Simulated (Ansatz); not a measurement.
The first iterations of a band of CH5SSi (8 atoms, charge 0, multiplicity 2).

Level of theory: UKS PBE/6-31G* (Ansatz 0.2.0).

| Property | Result |
| --- | --- |
| movable images | 9 |
| climbing image | yes |
| spring | 5.0 eV/Å² |
| optimiser | quadratic models (default) |
| start path | through a guess of the saddle point |
| force threshold | 0.03 eV/Å |
| iteration limit | 39 |
| end points | relaxed |

Initial state:

```xyz
8
Properties=species:S:1:pos:R:3
Si -0.560 0.583 -1.040
C 0.666 0.136 0.354
S 0.947 -1.678 0.513
H -1.837 -0.195 -0.861
H -0.867 2.060 -1.045
H 0.352 0.567 1.322
H 1.658 0.559 0.123
H -0.361 -2.032 0.636
```

Final state:

```xyz
8
Properties=species:S:1:pos:R:3
Si -0.600 0.962 -0.784
C 0.779 0.186 0.284
S 0.465 -1.621 0.504
H -0.660 0.263 -2.115
H -1.921 0.775 -0.078
H 0.905 0.684 1.259
H 1.745 0.247 -0.244
H -0.713 -1.494 1.174
```

| iteration | highest image above the first end (eV) | largest band force component (eV/Å) |
| --- | --- | --- |
| 1 | 0.525 | 4.228 |
| 2 | 0.056 | 1.526 |

**Question.** Does the band converge within its limit, and where does its top end?

**Answer.** It converged. It ended after 6 iterations with the highest image 0.021 eV above the first end. A vibrational analysis at the climbing image gives one clearly imaginary mode, 136i cm⁻¹: a first-order saddle point.

The run took 2.9 min on 1 thread of Intel(R) Xeon(R) Platinum 8259CL CPU @ 2.50GHz (Skylake/Cascade Lake), with other jobs on the host, peak memory 0.15 GiB.
